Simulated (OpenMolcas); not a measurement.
**Potential curves of LiS⁻: spin-free states**

Computed with OpenMolcas 26.06: state-averaged CASSCF(6,7) over S 3p, Li 2s 2p, XMS-CASPT2 (IPEA 0.25, imaginary shift 0.2 hartree), scalar X2C, ANO-RCC-VTZP, then RASSI spin–orbit state interaction with atomic mean-field integrals. C2 symmetry about the axis (a holds Σ, Δ, Γ; b holds Π, Φ, H; Σ⁺ and Σ⁻ are not told apart); roots by multiplicity and irrep: 1a 5, 3b 6, 1b 6, 3a 5.

XMS-CASPT2 energies in eV from the lowest point. Curves are followed by energy order within each symmetry, so they are adiabatic and may change character at avoided crossings; Σ⁺ and Σ⁻ are counted together.

```
R (Å)  (1)1Σ  (1)3Π  (1)1Π  (2)1Σ  (2)3Σ
1.755  0.737  1.826  1.843  2.136  3.309
1.857  0.309  1.233  1.246  1.715  2.721
1.949  0.098  0.893  0.904  1.482  2.380
2.143  0.000  0.538  0.554  1.285  2.043
2.245  0.061  0.472  0.483  1.285  1.996
2.388  0.211  0.483  0.485  1.359  2.021
2.572  0.454  0.572  0.572  1.534  2.141
2.857  0.834  0.758  0.786  1.901  2.413
3.266  1.262  1.079  1.111  2.467  2.802
3.878  1.609  1.476  1.491  3.122  3.274
```

The 5 lowest clean curves are shown; the next is (1)1Δ, from 2.07 eV. Left out for impure symmetry, kinks or missing points, though low: (1)3Σ. Only roots inside an energy window near the equilibrium distance were included, so the list of states is not complete; labels number the states computed. Each spin and symmetry block has orbitals of its own, averaged over its own roots, so gaps between blocks are less sure than gaps within one and near the minimum can be off by tenths of an eV, in bad cases by more. No Rydberg orbitals are active, so Rydberg states, and σ→σ* states whose orbital the CASSCF left unused, can be missing between those listed. CASPT2 splits the two components of degenerate states numerically, here by up to 68 cm⁻¹. For an anion, states above the electron-detachment threshold (often below 1 to 3 eV) are held by the basis set and are not bound levels. At stretched bonds a block can hold a wrong CASSCF solution and miss its lowest state; points past a visible jump are left out. Points that failed a check (symmetry, reference weights, a jump) are left out.
